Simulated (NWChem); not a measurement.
**Correlation energy of Cl (-1)**

```
Cl
```
Charge -1, spin multiplicity 1.

Everything below was run with NWChem.

Basis set: def2-SVPD. Each correlation energy counts from its own Hartree-Fock reference.

The correlated methods keep 5 core orbitals frozen. No row is a measurement; the coupled-cluster row has its own basis-set and correlation limits.

Task: Order these methods by the correlation energy they give, lowest first: CR-CCSD(T), MP2, CCSDT, SCS-MP2.

Result: CCSDT (-173.3 mHa), CR-CCSD(T) (-172.3 mHa), MP2 (-157.3 mHa), SCS-MP2 (-151.6 mHa)
